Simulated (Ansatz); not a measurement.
Input file:

```yaml
crystal:
  periodic: [false, false, false]
  atoms:
    - {symbol: Si, position_ang: [0.000310, -0.029186, -0.028984]}
    - {symbol: H, position_ang: [-0.021093, 1.985920, 1.972138]}
    - {symbol: H, position_ang: [-0.016187, -1.106818, 1.056003]}
    - {symbol: H, position_ang: [0.016807, 1.048446, -1.113971]}
    - {symbol: H, position_ang: [0.011835, -1.114293, -1.106560]}
basis:
  gaussian: {orbitals: cc-pVDZ}
magnetization: {spin_polarized: false, initial_magnetization: 2}
correlation: {method: ccsdtq, electrons: outside_noble_gas}
```

```sh
$ ansatz run in.yaml --threads 5 --pin off --events-out ev --progress --plain --max-ram 130560MiB --backend cuda --devices 0, --max-vram 75GiB
```

Output:

```
712 factors; integrals over basis functions are off by at most 2.3e-7 eV
mean field evaluation 1: about -7918.4237 eV, gradient 9.7e0 eV
mean field evaluation 2: about -7918.4425 eV, gradient 9.7e0 eV
mean field evaluation 4: about -7919.6672 eV, gradient 7.9e-1 eV
mean field evaluation 8: about -7919.6778 eV, gradient 1.1e-1 eV
mean field evaluation 16: about -7919.6450 eV, gradient 7.9e-1 eV
mean field evaluation 32: about -7919.6755 eV, gradient 2.0e-1 eV
mean field evaluation 64: about -7918.4431 eV, gradient 4.7e-2 eV
mean field -7919.67802585 eV, -291.0427992995 hartree, gradient 2.5e-6 eV, S^2 2.000000; 3 other end points of the search recorded, 0 dependent functions left out
determinant -7919.67802585 eV, -291.0427992995 hartree, with singles and doubles -7923.43447399 eV, -291.1808462222 hartree
determinant -7918.44316972 eV, -290.9974191737 hartree, with singles and doubles -7922.04699929 eV, -291.1298574677 hartree
5 core orbitals not correlated: weight in the atoms' cores, before any rotation towards them, 1.000 or more for the frozen orbitals, at most 0.000 for the correlated occupied ones
reference -7919.67802585 eV, -291.0427992995 hartree; 5, 3 occupied and 28, 30 virtual orbitals, 712 factors
second order -2.88233043 eV of doubles, -0.05712253 eV of singles
cycle   1  -3.50704028 eV  change   -5.7e-1 eV  update   6.9e-2
cycle   2  -3.83210801 eV  change   -3.3e-1 eV  update   3.1e-2
cycle   3  -3.86474676 eV  change   -3.3e-2 eV  update   1.3e-2
cycle   4  -3.87141658 eV  change   -6.7e-3 eV  update   6.7e-3
cycle   5  -3.87413709 eV  change   -2.7e-3 eV  update   3.5e-3
cycle   6  -3.87320232 eV  change    9.3e-4 eV  update   2.0e-3
cycle   7  -3.87372070 eV  change   -5.2e-4 eV  update   1.2e-3
cycle   8  -3.87471217 eV  change   -9.9e-4 eV  update   6.5e-4
cycle   9  -3.87472050 eV  change   -8.3e-6 eV  update   3.8e-4
cycle  10  -3.87457262 eV  change    1.5e-4 eV  update   2.1e-4
cycle  11  -3.87462927 eV  change   -5.7e-5 eV  update   1.4e-4
cycle  12  -3.87471341 eV  change   -8.4e-5 eV  update   9.0e-5
cycle  13  -3.87475507 eV  change   -4.2e-5 eV  update   4.6e-5
cycle  14  -3.87471196 eV  change    4.3e-5 eV  update   2.3e-5
cycle  15  -3.87468132 eV  change    3.1e-5 eV  update   1.0e-5
cycle  16  -3.87467830 eV  change    3.0e-6 eV  update   4.7e-6
cycle  17  -3.87467882 eV  change   -5.2e-7 eV  update   3.5e-6
cycle  18  -3.87467969 eV  change   -8.7e-7 eV  update   1.9e-6
cycle  19  -3.87467974 eV  change   -5.0e-8 eV  update   1.0e-6
cycle  20  -3.87467951 eV  change    2.3e-7 eV  update   7.6e-7
Total energy: -7923.55270536 eV, -291.1851911451 hartree
```

For the same geometry and basis full CI lies 0.0 meV higher.

Ran on 5 threads of AMD EPYC 7R13 with a whole H100 80 GB, shared host: 13 s wall, 0.84 GiB peak host memory.
